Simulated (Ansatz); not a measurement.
# BHCl2 (singlet): the correlation ladder, cc-pVTZ

How much of the correlation energy of BHCl2 (singlet) does each wave-function method recover here?

The runs use Ansatz 0.2.0, Gaussian basis; cc-pVTZ, core rule «outside noble gas», up to 11 orbitals frozen.

Plan: UHF; CCSD(T) on RHF; BCCD(T) on RHF; CCSDT(Q) on RHF; CASSCF and NEVPT2, 18 electrons in 13 orbitals.

8 further runs of the same task are left out: 8 set aside as unsound or not needed.

### Step 1. What is computed

The geometry is a PBE0/def2-TZVP stationary point (not a proven minimum).

4 atoms, charge 0, spin multiplicity 1.

Atoms are counted from 1 here; the program's logs count them from 0.

Bond lengths: B1–Cl2 1.734 Å, B1–Cl3 1.734 Å, B1–H4 1.187 Å. Angles: Cl2–B1–Cl3 120.7°, Cl2–B1–H4 119.6°, Cl3–B1–H4 119.6°.

### Step 2. UHF

Input file in.yaml:

```yaml
crystal:
  periodic: [false, false, false]
  atoms:
    - {symbol: B, position_ang: [0.000000, -0.720350, 0.000000]}
    - {symbol: Cl, position_ang: [0.000000, 0.136941, -1.507441]}
    - {symbol: Cl, position_ang: [0.000000, 0.136941, 1.507441]}
    - {symbol: H, position_ang: [0.000000, -1.907074, 0.000000]}
basis:
  gaussian: {orbitals: cc-pVTZ}
magnetization: {spin_polarized: true, initial_magnetization: 0}
hamiltonian: {xc: hf}
output: {orbitals: {seedname: orbitals}}
```

On the command line:

```console
$ ansatz run in.yaml --threads 1 --pin off --events-out ev --progress --plain --max-ram 4096MiB --backend cpu
```

The runs that follow: CCSD(T) on RHF; BCCD(T) on RHF; CCSDT(Q) on RHF; CASSCF and NEVPT2, 18 electrons in 13 orbitals.

Q: Predict the results of all the runs planned. Wanted: RCCSDT(Q) below the RHF energy; RMP2 from RCCSDT(Q); RCCSD from RCCSDT(Q); RCCSD(T) from RCCSDT(Q); NEVPT2 valence from RCCSDT(Q); T1 diagnostic; effectively unpaired electrons.

As calculated:

```
                         quantity            value
   RCCSDT(Q) below the RHF energy      -14.5935 eV
              RMP2 from RCCSDT(Q)  +38.12 kcal/mol
             RCCSD from RCCSDT(Q)  +15.01 kcal/mol
          RCCSD(T) from RCCSDT(Q)   +1.26 kcal/mol
    NEVPT2 valence from RCCSDT(Q)  +62.67 kcal/mol
levels within 1 kcal/mol (43 meV)           RCCSDT
                    T1 diagnostic            0.012
   effectively unpaired electrons             0.01
```

What this shows: RCCSD(T) misses by +1.26 kcal/mol, 0.4 % of the correlation energy. One determinant dominates. These misses are within one basis, not against nature.
